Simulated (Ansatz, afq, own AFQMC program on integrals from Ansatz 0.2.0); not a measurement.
**Atomization energy of CH4Si, singlet**

```csv
atom,x (Å),y (Å),z (Å)
C,-0.7161,-0.5302,-0.2566
Si,0.6027,0.4461,0.2158
H,-1.3936,-0.9848,0.4718
H,-0.9377,-0.7407,-1.3067
H,0.9145,0.7397,1.6384
H,1.5302,1.0700,-0.7627
```

Connectivity, by distances: CH2–SiH2.

Atoms in their ground-state spins without spin–orbit coupling (mostly on UHF) minus the molecule (RHF), without zero-point energy. The geometry is a stationary point, not shown to be a minimum.

Basis def2-TZVP. Noble-gas cores (and the filled d shells of Ga–Kr and In–Xe) are frozen. Integrals, coupled cluster, full CI and functionals: Ansatz 0.2.0; the random walks run on the same integrals in our own AFQMC program. The CISD trial takes its coefficients from CCSD amplitudes. Released means that phaseless walkers are propagated on without the constraint, phases kept. Error bars are statistical, one sigma. The errors of all members are added in quadrature.

No full CI on the walks' own integrals is used here; CCSDT(Q) serves as the reference and is uncertain by about the last step of the cluster series. Each member takes its own surest rung, up to full CI.

The best estimate is CCSD(T) at the basis-set limit (CBS: def2-TZVPP and def2-QZVPP, with their diffuse functions for anions and beside diffuse sets, CCSD(T) itself extrapolated) plus the step from CCSD(T) to CCSDT(Q) in def2-TZVP. Rows without CBS are in def2-TZVP; B2PLYP and the wave-function rows carry a basis error of their own. Core correlation and relativity beyond core potentials are missing, and ± holds the sampling alone.

Cautions: CH₄Si (singlet): restricted determinant unstable towards unrestricted (UHF 45 meV lower, ⟨S²⟩ 0.27); other spins of the molecule weren't checked.

(1) Estimate: order these levels by their error in the atomization energy against the best estimate, smallest first.
A. HF
B. MP2/CBS
C. CCSD(T)
D. B2PLYP

## Answers

(1) B (3.7 kJ/mol), D (32.7 kJ/mol), C (75.7 kJ/mol), A (509.3 kJ/mol).

Best estimates are given only where the step beyond CCSD(T) is under 0.3 eV and no member's determinant is very poor (T1 over 0.05, or 0.07 for open shells, ⟨S²⟩ too high by 0.3, two states mixed), so the hardest cases are missing from such tables.

Each member of a difference takes its own highest rung, so a best estimate needn't equal the limit plus the step of one row.
